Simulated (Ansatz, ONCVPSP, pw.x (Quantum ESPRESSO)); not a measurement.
# pw.x on bcc Mg: one setting changed

Potential: optimised norm-conserving Vanderbilt (ONCV), ONCVPSP 4.0.1.1 (patched build), PBEsol; core [Ne], reference 3s2; waves: 3s: rc 1.95 bohr, ncon 4, nbas 9, qcut 3.8 1/bohr, local; p scattering state at 0.33 Ha: rc 2.65 bohr, ncon 4, nbas 8, qcut 3.3 1/bohr, 2 projectors, debl 1.7 Ha; d scattering state at 0.46 Ha: rc 1.95 bohr, ncon 4, nbas 8, qcut 4.9 1/bohr, 3 projectors, debl 1 Ha; local part: the s channel; core correction: none. In the p channel the program set the typed energies aside and used 0.050, 1.750 Ha.

The reference run (k-mesh 13³, cutoffs 35/140 Ry, Fermi–Dirac 0.01 Ry, mixing_beta 0.4, conv_thr 1e-9, no spin) gives 0.47 GPa at 22.446 Å³/atom, where all-electron LAPW gives 0.16 GPa. This run, with its own iteration cap, changes degauss to 0.002.

```
&control
  calculation='scf', prefix='x', pseudo_dir='./', outdir='./tmp', tstress=.true., disk_io='none'
/
&system
  ibrav=0, nat=1, ntyp=1, ecutwfc=35, ecutrho=140, nbnd=8,
  occupations='smearing', smearing='fd', degauss=0.002
/
&electrons
  conv_thr=1e-09, mixing_beta=0.4, electron_maxstep=60
/
ATOMIC_SPECIES
Mg 1.0 Mg.UPF
CELL_PARAMETERS angstrom
  -1.77702276 1.77702276 1.77702276
  1.77702276 -1.77702276 1.77702276
  1.77702276 1.77702276 -1.77702276
ATOMIC_POSITIONS crystal
Mg 0.0000 0.0000 0.0000
K_POINTS automatic
13 13 13 0 0 0
```

```bash
pw.x < Mg.scf.in > Mg.scf.out
```

**Question.** How does the run end?

**Answer.** It converges in 5 iterations; the free energy moves by +15.9 meV/atom and the pressure by +0.03 GPa. In a metal, with Fermi–Dirac smearing, F lies below its zero-width value by a term in the square of the width.

```
Message from routine setup:
     using ibrav=0 with symmetry is DISCOURAGED, use correct ibrav instead
     lattice parameter (alat)  =       5.8164  a.u.
     unit-cell volume          =     151.4731 (a.u.)^3
     number of electrons       =         2.00
     number of Kohn-Sham states=            8
     kinetic-energy cutoff     =      35.0000  Ry
     charge density cutoff     =     140.0000  Ry
     scf convergence threshold =      1.0E-09
     Exchange-correlation= PBESOL
     number of k points=    84  Fermi-Dirac smearing, width (Ry)=  0.0020
     iteration #  1     ecut=    35.00 Ry     beta= 0.40
     total energy              =      -1.77017002 Ry
     estimated scf accuracy    <       0.00336977 Ry
     iteration #  2     ecut=    35.00 Ry     beta= 0.40
     total energy              =      -1.77020568 Ry
     estimated scf accuracy    <       0.00119662 Ry
     iteration #  3     ecut=    35.00 Ry     beta= 0.40
     total energy              =      -1.77021104 Ry
     estimated scf accuracy    <       0.00000012 Ry
     iteration #  4     ecut=    35.00 Ry     beta= 0.40
     total energy              =      -1.77021132 Ry
     estimated scf accuracy    <       0.00000021 Ry
     iteration #  5     ecut=    35.00 Ry     beta= 0.40
     the Fermi energy is     3.7729 ev
!    total energy              =      -1.77021132 Ry
     estimated scf accuracy    <          4.3E-10 Ry
     smearing contrib. (-TS)   =      -0.00011759 Ry
     The total energy is F=E-TS. E is the sum of the following terms:
     one-electron contribution =       1.25509130 Ry
     hartree contribution      =       0.00410656 Ry
     xc contribution           =      -0.86184670 Ry
     ewald contribution        =      -2.16744490 Ry
     convergence has been achieved in   5 iterations
          total   stress  (Ry/bohr**3)                   (kbar)     P=        4.93
     Message from routine punch:
     Nothing written, as per user request (disk_io='none')
```

The run took about 6.8 s on one core of a shared host (Neoverse-N1, 64 threads, 124 GiB, load 56).
